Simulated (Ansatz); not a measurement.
```xyz
12

C     1.3580    0.6848    0.1958
C     0.3302    0.1827   -0.7926
O    -0.2884   -1.0240   -0.3521
C    -1.3640   -0.8468    0.4645
F    -2.4705   -0.4229   -0.2535
H     1.8455    1.5821   -0.1932
H     0.9041    0.9445    1.1551
H     2.1222   -0.0744    0.3721
H     0.8022   -0.0639   -1.7452
H    -0.4365    0.9380   -0.9935
H    -1.1942   -0.0854    1.2368
H    -1.6087   -1.8146    0.9057
```

The species carries charge 0 and has multiplicity 1.

Task: List the r2SCAN/def2-TZVPP orbital energies in eV (Ansatz 0.2.0). (Estimate.)

Result: Computed: Occupied: -665.79, -516.34, -276.25, -274.52, -273.03, -31.50, -27.80, -20.15, -17.88, -15.78, -13.43, -13.28, -12.90, -11.30, -10.81, -10.15, -9.57, -9.29, -8.68, -7.74, -7.06. Lowest empty: 1.21, 2.12, 2.35, 2.52, 2.84, 2.92, 3.43, 3.49.
